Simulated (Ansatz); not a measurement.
in.yaml

```yaml
crystal:
  periodic: [false, false, false]
  atoms:
    - {symbol: Cl, position_ang: [-0.525778, -0.940044, 0.000000]}
    - {symbol: N, position_ang: [0.011946, 1.018284, 0.000000]}
    - {symbol: O, position_ang: [1.154610, 1.191582, 0.000000]}
basis:
  gaussian: {orbitals: STO-3G}
correlation: {method: fci, electrons: outside_noble_gas}
```

```sh
$ ansatz run in.yaml --threads 1 --pin off --events-out ev --progress --plain --max-ram 4096MiB --backend cpu
```

The program prints:

```
315 factors; integrals over basis functions are off by at most 4.7e-8 eV
mean field evaluation 1: about -15835.5120 eV, gradient 1.9e1 eV
mean field evaluation 2: about -15835.5990 eV, gradient 1.9e1 eV
mean field evaluation 4: about -15838.5818 eV, gradient 3.0e0 eV
mean field evaluation 8: about -15838.6989 eV, gradient 6.7e-2 eV
mean field -15838.68952909 eV, -582.0611043447 hartree, gradient 1.9e-6 eV, S^2 0.000000; 0 other end points of the search recorded, 0 dependent functions left out; unrestricted orbitals would lower it
mean field evaluation 16: about -15838.5164 eV, gradient 3.7e0 eV
7 core orbitals not correlated: weight in the atoms' cores, before any rotation towards them, 1.000 or more for the frozen orbitals, at most 0.000 for the correlated occupied ones
reference -15838.68952909 eV, -582.0611043447 hartree; 9, 9 occupied and 3, 3 virtual orbitals, 315 factors
state -15843.81547014 eV, -582.2494792040 hartree
Total energy: -15843.81547014 eV, -582.2494792040 hartree
```

Ran on 1 thread of AMD EPYC 7R13, shared host: 0.39 s wall, 0.11 GiB peak host memory.
